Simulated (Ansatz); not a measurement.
Consider the hydrogen abstraction from a B–H bond: `NBO` + Cl• → `N[B]O`• + HCl.

Isolated molecules relaxed with PBE0-D4/def2-TZVP in Ansatz; ΔE leaves out vibrations. CCSD(T)/CBS is the MP2 limit (def2-TZVPP, def2-QZVPP) plus CCSD(T) − MP2 in def2-TZVPP, frozen cores. This one scheme is used for every species, atoms too. Functionals use def2-TZVPP. Open shells (•) are unrestricted, without spin–orbit coupling. Spin–orbit coupling would lower the free atoms: a little for Cl. Each species was taken in one conformer, which may not be the lowest.

```
          level  ΔE (kJ/mol)
        r2SCANh          5.4
    HF/def2-SVP         62.4
  HF/def2-TZVPP         52.5
CCSD/def2-TZVPP         32.1
```

Task: What does CCSD(T)/CBS give? (Best estimate.)

Result: Ansatz gave: +21.0 kJ/mol. The listed levels differ from it by -15.6, 41.4, 31.5, 11.1 kJ/mol.

Task: What do rigid-rotor, harmonic-oscillator terms from PBE0-D4/def2-TZVP frequencies (298.15 K, 1 bar) make of the CCSD(T)/CBS value? (Estimate.)

Result: The calculation gave: ΔZPE = -11.6 kJ/mol, ΔH = +12.1 kJ/mol, ΔS = 23 J/(mol·K), ΔG = +5.2 kJ/mol. Open shells count their whole term as degenerate.

Largest T1 diagnostic among the species: 0.014.

From r2SCAN to r2SCAN0 (25 % exact exchange), in def2-TZVPP and without D4, ΔE moves by +8.9 kJ/mol. Leaving LDA and LC-ωPBE aside and taking each functional with its dispersion term where it has one, the values, not all of them listed here, spread over 36.8 kJ/mol, from PBE-D4 to BHLYP-D4. LDA lies −16.0 kJ/mol from PBE without D4.

CCSD(T)/CBS has its own doubt, a few kJ/mol and more with outer-core shells, so smaller differences from it don't rank the levels.
